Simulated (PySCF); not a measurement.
Stepwise substitution at one centre (B Cl-OH). All species are isolated molecules in the gas phase. One relaxed conformer stands for each flexible species; it need not be the lowest. Strings in code marks are SMILES.

The four lowest singlet excitations (Tamm–Dancoff). The numbers are results of ωB97X-D3(BJ)/def2-TZVP // PBE0-D3(BJ)/def2-TZVP (PySCF), not measurements. Excitations are Tamm–Dancoff values on a coarser integration grid. The basis has no diffuse functions, so Rydberg states are missing or too high.

| state | energy (eV) | wavelength (nm) | oscillator strength |
|---|---|---|---|
| S1 | 6.16 | 201 | 0.000 |
| S2 | 7.00 | 177 | 0.000 |
| S3 | 7.00 | 177 | 0.000 |
| S4 | 7.58 | 163 | 0.162 |

Task: Name which member gives these states.
A) `OB(O)O`
B) `OB(Cl)Cl` (H–O–B–Cl torsion 180°)
C) `OB(O)Cl` (H–O–B–Cl torsion 180°, Cl–B–O–H torsion 0°)
D) `ClB(Cl)Cl`

Result: D, `ClB(Cl)Cl`
